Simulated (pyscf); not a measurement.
Structures and frequencies: ωB97X-D3(BJ)/def2-SVP in PySCF.

SMILES: [OH][ZrH]([F])[F]
```xyz
6

O     -0.2603    -0.3668     1.1023
Zr    -1.2861     0.1786    -0.4007
F     -1.3153    -1.1470    -1.7683
F     -3.0428     0.7313     0.0880
H      0.2124    -0.7385     1.8479
H     -0.4151     1.6624    -1.0939
```
Charge 0, spin multiplicity 1.

### Question
How much does it cost (ΔH, 298 K, ωB97M-D3(BJ)/def2-TZVP) to split HO–ZrH(F)–F at its H–Zr bond into [HO–Zr(F)–F]• + H•?

### Answer
H–Zr to [HO–Zr(F)–F]• + H•: 74.4 kcal/mol. The 7 functionals that were run give +69.0 (M06-2X) to +76.0 kcal/mol (ωB97X-D3(BJ)). The radicals are drawn with the spin at the cut bond; how far it spreads was not checked. Other isomers of [HO–Zr(F)–F]• were not searched in full and may lie lower. Open-shell species with a d-block atom are single-reference here; other states, and whether the spin sits on metal or ligand, were not checked. Elements past Kr carry the def2 core potentials, without spin-orbit coupling.
